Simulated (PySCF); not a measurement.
Geometries of 2 isomers of C6H7 (doublet state), from PBE0-D3(BJ)/def2-SVP geometry optimisation, gas phase (PySCF). One conformer each, no zero-point energy, no frequencies.

Question: Which isomer lies lower at this level?
A.
```xyz
13
angstrom
C     -1.129   -1.141    0.924
C     -0.395    0.129    0.740
C     -1.032    1.198   -0.148
C     -0.037    1.187   -1.061
C      0.714    0.149   -0.350
C      1.836   -0.549   -0.529
H     -1.096   -1.692    1.865
H     -1.635   -1.598    0.069
H     -0.029    0.524    1.704
H     -1.973    1.746   -0.057
H      0.150    1.740   -1.984
H      2.142   -1.312    0.191
H      2.475   -0.380   -1.400
```
B.
```xyz
13
angstrom
C      1.907   -0.723   -0.098
C      0.905    0.156   -0.013
C      0.757    1.630    0.094
C     -0.647    1.481    0.117
C     -0.587    0.077    0.018
C     -1.552   -1.039   -0.040
H      1.708   -1.795   -0.168
H      2.950   -0.397   -0.100
H      1.450    2.469    0.137
H     -1.477    2.187    0.187
H     -2.588   -0.676    0.012
H     -1.395   -1.749    0.791
H     -1.439   -1.619   -0.973
```

Answer: B. That is `C=C1C=C[C]1C` [radical], 16.3 kcal/mol below the other.

```
             SMILES                      atoms numbered as above      E (Eh)  relative (kcal/mol)  relative (kJ/mol)  dipole (D)   ⟨S²⟩
       C=C1C=C[C]1C     [CH2:1]=[C:2]1[CH:3]=[CH:4][C:5]1[CH3:6]  -232.29165                  0.0                0.0        0.76  0.793
[CH2][C@@H]1C=CC1=C  [CH2:1][C@@H:2]1[CH:3]=[CH:4][C:5]1=[CH2:6]  -232.26575                 16.3               68.0        0.38  0.755
```
